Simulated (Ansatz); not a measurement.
# CH₄AlN: taking an electron away

Aim: the vertical ionisation energy of CH₄AlN, as cation minus neutral at the neutral's geometry, on several levels, and how well −ε(HOMO) stands in for it.

Program: Ansatz 0.2.0, Gaussian basis. Level of theory: unrestricted cation, the program's frozen cores in correlated methods. These are calculated values, not measurements.

Levels to be run: UKS PBE-D4/def2-TZVPP; UKS r2SCAN-D4/def2-TZVPP; UKS PBE0-D4/def2-TZVPP; UKS B3LYP-D4/def2-TZVPP; UKS wB97X-V/def2-TZVPP; UKS wB97M-V/def2-TZVPP; UKS B2PLYP/def2-TZVPP; UHF-CCSD(T)/def2-TZVPP; UHF-MP2/def2-QZVPP; extrapolation to the limit; then −ε(HOMO) from the neutral's earlier runs with LDA (SPW92), PBE-D4, revPBE-D4, BLYP-D4, r2SCAN-D4, B97M-V, PBE0-D4, B3LYP-D4, r2SCANh-D4, r2SCAN0-D4, HSE06-D4, BHLYP-D4, CAM-B3LYP-D4, LC-ωPBE, ωB97X-V, ωB97M-V.

## 1. The geometry

An earlier PBE0-D4 in a triple-zeta def2 set relaxation fixed the geometry.

SMILES `C=[N][AlH2]`, 7 atoms, charge 0, spin multiplicity 1.

Atoms are counted from 1 here; the program's logs count them from 0.

Bond lengths: C1–N2 1.242 Å, C1–H4 1.101 Å, C1–H5 1.101 Å, N2–Al3 1.748 Å, Al3–H6 1.580 Å, Al3–H7 1.580 Å. Angles: N2–C1–H4 122.5°, N2–C1–H5 122.5°, H4–C1–H5 115.0°, C1–N2–Al3 179.9°, N2–Al3–H6 117.2°, N2–Al3–H7 117.2°, H6–Al3–H7 125.6°.

Coordinates:

```
atom    x (Å)    y (Å)    z (Å)
  C1  -1.2260  -0.1931  -0.8316
  N2  -0.2013  -0.0418  -0.1459
 Al3   1.2415   0.1731   0.8176
  H4  -2.0364  -0.8795  -0.5411
  H5  -1.3917   0.3492  -1.7754
  H6   1.2102   1.3013   1.9227
  H7   2.4647  -0.7772   0.5079
```

## 2. Cation, UKS PBE-D4/def2-TZVPP

Contents of in.yaml:

```yaml
crystal:
  periodic: [false, false, false]
  atoms:
    - {symbol: C, position_ang: [-1.225957, -0.193116, -0.831600]}
    - {symbol: N, position_ang: [-0.201265, -0.041769, -0.145874]}
    - {symbol: Al, position_ang: [1.241518, 0.173073, 0.817604]}
    - {symbol: H, position_ang: [-2.036361, -0.879542, -0.541079]}
    - {symbol: H, position_ang: [-1.391737, 0.349167, -1.775412]}
    - {symbol: H, position_ang: [1.210180, 1.301304, 1.922718]}
    - {symbol: H, position_ang: [2.464722, -0.777217, 0.507942]}
basis:
  gaussian: {orbitals: def2-TZVPP}
total_charge: 1
magnetization: {spin_polarized: true, initial_magnetization: 1}
hamiltonian: {xc: pbe, dispersion: d4}
```

Launch:

```
$ ansatz run in.yaml --threads 2 --pin off --events-out ev --progress --plain --max-ram 4352MiB
```

The runs that follow: Cation, UKS r2SCAN-D4/def2-TZVPP; Cation, UKS PBE0-D4/def2-TZVPP; Cation, UKS B3LYP-D4/def2-TZVPP; Cation, UKS wB97X-V/def2-TZVPP; Cation, UKS wB97M-V/def2-TZVPP; Cation, UKS B2PLYP (frozen core)/def2-TZVPP; Cation, UHF-CCSD(T)/def2-TZVPP; Cation, UHF-MP2/def2-QZVPP.

**Question.** What will the summary of the whole plan be? Wanted: ionisation energy, CCSD(T)/CBS; nearest functional by difference; nearest −ε(HOMO); −ε(HOMO) of PBE; T1 of the cation.

As calculated:

```
                        quantity                value
  ionisation energy, CCSD(T)/CBS              9.14 eV
nearest functional by difference  B3LYP-D4 (-0.10 eV)
                nearest −ε(HOMO)   ωB97X-V (+0.00 eV)
                 −ε(HOMO) of PBE              5.56 eV
                T1 of the cation                0.031
```

By cation minus neutral, the functionals miss by 0.28 eV at most. −ε(HOMO) of PBE misses by 3.6 eV, since self-interaction lifts the level. Among orbital estimates ωB97X-V comes nearest. Hartree-Fock falls 1.55 eV short, as the neutral has more correlation energy than the cation. The cation's T1 (from the report) is 0.031, near the customary mark of 0.045 for open shells, so the coupled-cluster value is less safe.
